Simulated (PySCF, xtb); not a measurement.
Homolysis of single bonds, series SiH2Cl-X. All species are isolated molecules in the gas phase. One relaxed conformer stands for each flexible species; it need not be the lowest. Strings in code marks are SMILES.

Quantity: homolytic bond dissociation enthalpy at 298 K (no spin–orbit term), in eV. Thermal and zero-point terms are GFN2-xTB rigid-rotor harmonic values (xtb).

Level 1: BP86/6-31G* // B3LYP-D3(BJ)/def2-TZVP (PySCF)
Level 2: PBE/6-31G* // B3LYP-D3(BJ)/def2-TZVP (PySCF)
Level 3: frozen-core MP2/6-31G* // B3LYP-D3(BJ)/def2-TZVP (PySCF)
Level 4: HF/6-31G* // B3LYP-D3(BJ)/def2-TZVP (PySCF)

| species | level 1 | level 2 | level 3 | level 4 |
|---|---|---|---|---|
| Cl–Si bond of `Cl[SiH2]Cl`, giving `[Cl]` and `[SiH2]Cl` | 4.50 | 4.56 | 4.45 | 3.49 |
| Si–Cl bond of `[SiH3]Cl`, giving `[Cl]` and `[SiH3]` | 4.47 | 4.52 | 4.35 | 3.46 |
| Si–Cl bond of `S[SiH2]Cl` (H–S–Si–Cl torsion 69°), giving `[Cl]` and `[SiH2]S` | 4.43 | 4.49 | 4.40 | 3.46 |
